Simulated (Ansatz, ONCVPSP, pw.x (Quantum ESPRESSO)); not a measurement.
# Equation-of-state test of one ONCV potential (Te)

* Element: tellurium (Te)
* Generator: ONCVPSP 4.0.1.1 (patched build)
* Type: optimised norm-conserving Vanderbilt (ONCV)
* Functional: PBEsol
* Relativity: scalar-relativistic
* Frozen core: [Kr] 4d10
* Valence charge: 6
* Reference configuration: 5s1 5p5
* Partial waves: 5s: rc 1.70 bohr, ncon 4, nbas 8, qcut 3.3 1/bohr, 2 projectors, debl 3.1 Ha; 5p: rc 1.95 bohr, ncon 4, nbas 8, qcut 5.1 1/bohr, 2 projectors, debl 1.7 Ha
* Local potential: polynomial inside 1.34 bohr (lpopt 5, dvloc0 0 Ha)
* Core correction: Teter function, parameters optimised by the program

Crystal test: bcc Te in pw.x 7.5, no spin, 12³ k-points, Fermi–Dirac smearing 0.01 Ry, cutoffs 110/440 Ry. The reference is all-electron LAPW (Ansatz 0.2.0) with the same functional, mesh and smearing; V0 and B0 come from Birch–Murnaghan fits to the pressures at five volumes. Errors are pseudo minus all-electron; Δ is the rms difference of the E(V) curves that follow from these fits, minima aligned, over ±6 % about the mean V0. Mesh and smearing are coarse, so the numbers serve the comparison and aren't converged zero-temperature values; the lattice is a test structure that the element need not adopt.

All-electron: a0 = 3.776 Å (V0 = 26.93 Å³/atom), B0 = 64.5 GPa.

How far does the potential miss the all-electron equation of state?

mean pressure error (GPa): -56.87. The pressure does not cross zero within the volumes sampled, so no fit is given. This is a poor potential for the solid. The pseudo pressure rises with volume over the whole range, a mechanical instability. Note: ghosts flagged at negative energy: s at -8.9 eV; GHOST(+) flagged for p at 64.7 eV. A true bound ghost makes a file unfit for plane-wave use.

```
V (Å³/atom)  P all-electron (GPa)  P pseudo (GPa)
     25.579                  3.77          -62.63
     26.252                  1.75          -59.42
     26.925                  0.01          -56.43
     27.598                 -1.49          -53.63
     28.271                 -2.78          -51.00
```

At the middle volume, how do free energy and pressure move when the wave cutoff is lowered (ecutrho kept at four times it)?

```json
{"cutoff (Ry)": "50", "shift of F (meV/atom)": "+203.3", "shift of P (GPa)": "-5.68"}
{"cutoff (Ry)": "66", "shift of F (meV/atom)": "+24.1", "shift of P (GPa)": "-0.69"}
{"cutoff (Ry)": "88", "shift of F (meV/atom)": "+4.3", "shift of P (GPa)": "-0.09"}
```

The run at the middle volume (72 k-points, 10 iterations) took about 1.7 min on one core of a shared host (Neoverse-N1, 64 threads, 124 GiB, load 59).
